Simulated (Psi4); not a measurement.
# UMP3/cc-pVTZ run of [CF2]+ (SMILES F[C+]F)

What is the energy change on altering one bond length of [CF2]+ at UMP3/cc-pVTZ? 

The calculation is run with Psi4 1.11.

6 further runs of the same task are left out: 4 that didn't finish, 2 set aside as unsound or not needed.

### Step 1. The structure to begin with

[CF2]+: 3 atoms, total charge +1, spin state doublet. As SMILES, `F[C+]F`. Geometry: relaxed at PBE0-D4/def2-TZVP.

Bond lengths: F1–C2 1.214 Å, C2–F3 1.214 Å. Angles: F1–C2–F3 124.6°.

### Step 2. The energy at UMP3/cc-pVTZ

input.in

```
memory 2.2 GB

molecule molecule1 {
  1 2
  F      0.379110     0.972980     0.316190
  C      0.275710    -0.221360     0.127270
  F     -0.654830    -0.751620    -0.443470
  symmetry c1
  no_reorient
  no_com
}

set basis cc-pVTZ
set reference uhf
set puream true
set e_convergence 1e-09
set d_convergence 1e-08
set scf_type pk
set num_frozen_docc 3
set maxiter 100
set mp_type conv

energy_value, wavefunction = energy('mp3', return_wfn=True)
print_variables()
```

The run is started by

```sh
$ psi4 input.in input.out -n 1
```

input.out:

```text
[...]
  Running in c1 symmetry.
[...]
  Nuclear repulsion =   67.033256693421961
[...]
  Multiplicity = 2
[...]
  Nalpha       = 12
  Nbeta        = 11
[...]
    Number of basis functions: 90
[...]
   @UHF iter   1:  -236.27822932816980    1.46449e-01   5.15525e-03 ADIIS/DIIS
[...]
   @UHF iter  13:  -236.38132752342014   -2.38742e-12   8.05453e-09 DIIS
[...]
   @S^2 Observed:                7.556601519E-01
[...]
    Orbital Energies [Eh]
    ---------------------
    Alpha Occupied:
       1A    -26.767728     2A    -26.767701     3A    -11.910371
       4A     -2.155449     5A     -2.090130     6A     -1.344180
       7A     -1.243123     8A     -1.213900     9A     -1.162806
      10A     -1.076323    11A     -1.059657    12A     -0.907715
    Alpha Virtual:
      13A     -0.257900    14A     -0.002060    15A      0.038210
      16A      0.096672    17A      0.119329    18A      0.233031
      19A      0.309765    20A      0.488763    21A      0.503991
      22A      0.509330    23A      0.592226    24A      0.648325
      25A      0.693905    26A      0.720681    27A      0.743822
[...]
  @UHF Final Energy:  -236.38132752342014
   => Energetics <=
    Nuclear Repulsion Energy =             67.0332566934219614
    One-Electron Energy =                -452.6012736386138045
    Two-Electron Energy =                 149.1866894217717174
    Total Energy =                       -236.3813275234201399
  UHF NO Occupations:
  HONO-2 :   10  A 1.9990601
  HONO-1 :   11  A 1.9987464
[...]
 Multipole Moments:
 ------------------------------------------------------------------------------------
     Multipole            Electronic (a.u.)      Nuclear  (a.u.)        Total (a.u.)
 ------------------------------------------------------------------------------------
 L = 1.  Multiply by 2.5417464519 to convert [e a0] to [Debye]
 Dipole X            :          1.9258386           -1.5632192            0.3626193
 Dipole Y            :         -1.5460729            1.2549293           -0.2911435
 Dipole Z            :          0.8890729           -0.7216864            0.1673865
 Magnitude           :                                                    0.4942424
[...]
	SCS-MP2 Total Energy (a.u.)        :  -236.96312228616404
	SOS-MP2 Total Energy (a.u.)        :  -236.95323999845888
[...]
	SOS-PI-MP2 Total Energy (a.u.)     :  -236.99723326576958
[...]
	MP2 Total Energy (a.u.)            :  -236.98288686157434
[...]
	SCS-MP3 Total Energy (a.u.)        :  -236.96130961126062
[...]
	MP3 Total Energy (a.u.)            :  -236.97563616196072
[...]
```

Run time: 65 s. Hardware: 1 thread of AMD EPYC (Zen 3), shared host; peak memory 0.83 GiB.

### Step 3. The distorted shape

cf2.inp

```
memory 2200 mb

molecule {
  1 2
  F      1.123558     1.397197     0.772792
  C      1.020158     0.202857     0.583872
  F     -0.654830    -0.751620    -0.443470
  units angstrom
  symmetry c1
}

set globals {
  reference uhf
  puream true
  e_convergence 1e-09
  d_convergence 1e-08
  scf_type pk
  num_frozen_docc 3
  maxiter 100
  mp_type conv
}

energy_value, wavefunction = energy("mp3/cc-pVTZ", return_wfn=True)
```

The run is started by

```sh
$ psi4 -i cf2.inp -o cf2.out -n 1
```

cf2.out:

```text
[...]
  Running in c1 symmetry.
[...]
  Nuclear repulsion =   50.713379128269096
[...]
  Multiplicity = 2
[...]
  Nalpha       = 12
  Nbeta        = 11
[...]
    Number of basis functions: 90
[...]
   @UHF iter   1:  -235.74376491662053   -2.33456e-01   7.83684e-03 DIIS/ADIIS
[...]
   @UHF iter  40:  -236.29123241568493   -8.79936e-11   8.53969e-09 DIIS
[...]
   @S^2 Observed:                7.544507022E-01
[...]
    Orbital Energies [Eh]
    ---------------------
    Alpha Occupied:
       1A    -26.820655     2A    -26.646637     3A    -11.882529
       4A     -2.156351     5A     -1.911692     6A     -1.332969
       7A     -1.153504     8A     -1.151051     9A     -1.087548
      10A     -1.008103    11A     -0.965004    12A     -0.917179
    Alpha Virtual:
      13A     -0.278096    14A     -0.261032    15A     -0.008870
      16A      0.150960    17A      0.153185    18A      0.196405
      19A      0.298212    20A      0.469197    21A      0.491071
      22A      0.518570    23A      0.615530    24A      0.650056
      25A      0.682648    26A      0.716487    27A      0.747839
[...]
  @UHF Final Energy:  -236.29123241568493
   => Energetics <=
    Nuclear Repulsion Energy =             50.7133791282690964
    One-Electron Energy =                -421.3718709052759550
    Two-Electron Energy =                 134.3672593613219419
    Total Energy =                       -236.2912324156849309
  UHF NO Occupations:
  HONO-2 :   10  A 1.9994860
  HONO-1 :   11  A 1.9986936
[...]
 Multipole Moments:
 ------------------------------------------------------------------------------------
     Multipole            Electronic (a.u.)      Nuclear  (a.u.)        Total (a.u.)
 ------------------------------------------------------------------------------------
 L = 1.  Multiply by 2.5417464519 to convert [e a0] to [Debye]
 Dipole X            :          0.6907109            0.4032747            1.0939856
 Dipole Y            :          0.4423906           -0.0545637            0.3878269
 Dipole Z            :         -0.0000000           -0.0000000           -0.0000000
 Magnitude           :                                                    1.1606956
[...]
	SCS-MP2 Total Energy (a.u.)        :  -236.84170409632981
	SOS-MP2 Total Energy (a.u.)        :  -236.83738059686570
[...]
	SOS-PI-MP2 Total Energy (a.u.)     :  -236.87939199541808
[...]
	MP2 Total Energy (a.u.)            :  -236.85035109525796
[...]
	SCS-MP3 Total Energy (a.u.)        :  -236.84398478504787
[...]
	MP3 Total Energy (a.u.)            :  -236.85947385013020
[...]
```

Run time: 57 s. Hardware: 1 thread of AMD EPYC (Zen 3), shared host; peak memory 0.82 GiB.

### Step 4. What came out

At UMP3/cc-pVTZ, 3 core orbitals frozen:

```
                                                                   quantity          value
                                                  first shape: total energy  -236.97564 Eh
    first shape: HOMO energy (Hartree–Fock orbitals) (highest over α and β)      -24.70 eV
     first shape: LUMO energy (Hartree–Fock orbitals) (lowest over α and β)       -7.90 eV
                   first shape: correlation energy (3 core orbitals frozen)     -594.3 mEh
                             first shape: ⟨S²⟩ of the reference determinant          0.756
                                              distorted shape: total energy  -236.85947 Eh
distorted shape: HOMO energy (Hartree–Fock orbitals) (highest over α and β)      -24.04 eV
 distorted shape: LUMO energy (Hartree–Fock orbitals) (lowest over α and β)       -7.57 eV
               distorted shape: correlation energy (3 core orbitals frozen)     -568.2 mEh
                         distorted shape: ⟨S²⟩ of the reference determinant          0.754
          energy change with the C2–F3 bond stretched from 1.214 to 2.185 Å       3.161 eV
```

What this shows: With the C2–F3 bond stretched from 1.214 to 2.185 Å the energy rises by 3.16 eV (305 kJ/mol). The first shape isn't relaxed at this level, so the change isn't measured from a minimum.
